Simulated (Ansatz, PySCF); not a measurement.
hydrogen sulfide cation (H2S), SMILES S (connectivity only; charge and spin as stated), charge +1, multiplicity 2. Atoms are numbered in the order given.

```xyz
3

S      0.0000     0.0000     0.1069
H      0.0000    -0.9877    -0.8329
H      0.0000     0.9877    -0.8329
```
Charge +1, spin multiplicity 2.

Geometry: PBE0-D3(BJ)/def2-TZVPD. The multiplicity is an assumed one; other spin states were not compared.

Two levels are set side by side: PBE-D3(BJ)/def2-TZVPD (Ansatz, a program for electronic structure) and PBE0-D3(BJ)/def2-TZVPD (Ansatz). Each level has its own optimised geometry; the coordinates shown are those of the second. Frequencies come from the Hessian of PySCF at each geometry. Differences are taken from unrounded values.

| quantity | PBE0-D3(BJ) |
|---|---|
| mean bond length (Å) | 1.363 |
| bond S1–H2 (Å) | 1.363 |
| bond S1–H3 (Å) | 1.363 |
| highest harmonic wavenumber (cm⁻¹) | 2595 |
| mean harmonic wavenumber (cm⁻¹) | 2122 |
| zero-point energy (kcal/mol) | 9.10 |

Q: What does PBE-D3(BJ) give, and how far is it from PBE0-D3(BJ)? (An estimate is asked for; the answer gives what the named calculation found.)

A: 
```tsv
quantity	PBE-D3(BJ)	PBE-D3(BJ) minus PBE0-D3(BJ)
mean bond length (Å)	1.376	0.013
bond S1–H2 (Å)	1.376	0.013
bond S1–H3 (Å)	1.376	0.013
highest harmonic wavenumber (cm⁻¹)	2498	-97
mean harmonic wavenumber (cm⁻¹)	2045	-77
zero-point energy (kcal/mol)	8.77	-0.33
```

GGA bonds tend to be longer and softer than those of functionals with exact exchange. Differences between two approximate levels are no errors against the true value.
